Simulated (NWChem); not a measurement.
# Atomisation of hydrogen isocyanide (CHN)

```xyz
3

C      0.0000     0.0000     0.7411
N      0.0000     0.0000    -0.4304
H      0.0000     0.0000    -1.4339
```
Charge 0, spin multiplicity 1.

Everything below was run with NWChem. The geometry was optimised at PBE0/def2-SVP, a minimum by its harmonic frequencies.

Basis set: def2-TZVP. The atomisation energy is electronic alone: no zero-point, thermal, spin-orbit or counterpoise terms. No value is extrapolated to the basis-set limit. Free atoms are single determinants with multiplicities C 3, N 4, H 2. Correlated methods freeze the same cores in atoms and molecule, 2 orbitals in all.

B3LYP has NWChem's definition, with VWN1-RPA local correlation. The stability of the SCF solutions was not checked. Open-shell Hartree-Fock references start from PBE0 orbitals. No row is a measurement; the coupled-cluster row has its own basis-set and correlation limits.

Question: One of these methods gave an atomisation energy of 296.6 kcal/mol. Which?
A. CCSD(T)
B. PBE0
C. B3LYP
D. LDA (SVWN5)

Answer: B, PBE0. The others give 345.8 (LDA (SVWN5)), 298.5 (B3LYP), 284.8 (CCSD(T)).
